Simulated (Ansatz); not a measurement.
# NH4⁺, singlet: reading a ladder of total energies

Geometry: a point of a breathe scan, not a stationary point.

```xyz
5

N     0.0000    0.0000    0.0000
H     0.5101    0.5117    0.5099
H    -0.5123   -0.5082    0.5112
H    -0.5089    0.5094   -0.5134
H     0.5111   -0.5129   -0.5077
```

Basis 6-31G; Ansatz 0.2.0. Only valence electrons are correlated (noble-gas cores frozen), which leaves 8 electrons in 16 orbitals. Prefix R: restricted or restricted open-shell reference.

Full CI is exact within this basis and frozen core; it isn't the basis-set limit.

Runs differ by some tens of microhartree through their thresholds, so steps under 0.03 kcal/mol mean nothing.

```tsv
level	total energy (hartree)
RHF	-56.443726
RMP2	-56.544388
RCCSD	-56.558100
RCCSD(T)	-56.558984
RCCSDT	-56.559080
RCCSDT(Q)	-56.559213
RCCSDTQ	-56.559212
full CI	-56.559215
```

Q: What is the correlation energy at full CI, and what share of it do RMP2 and RCCSD recover?

A: E(corr) = -56.559215 − (-56.443726) = -0.115489 hartree = -3.143 eV. RMP2: -0.100662 / -0.115489 = 87.16 %. RCCSD: -0.114374 / -0.115489 = 99.03 %.

Q: By how many kcal/mol does RCCSD(T) miss full CI (1 hartree = 627.509 kcal/mol), and which steps make up the rest?

A: -56.558984 − (-56.559215) = 0.000231 hartree = 0.14 kcal/mol. Steps: RCCSDT − RCCSD(T) = -0.06, RCCSDT(Q) − RCCSDT = -0.08, RCCSDTQ − RCCSDT(Q) = 0.00, full CI − RCCSDTQ = 0.00 kcal/mol. That is within 1 kcal/mol of the reference in this basis, which itself misses far more of the correlation at the basis-set limit.
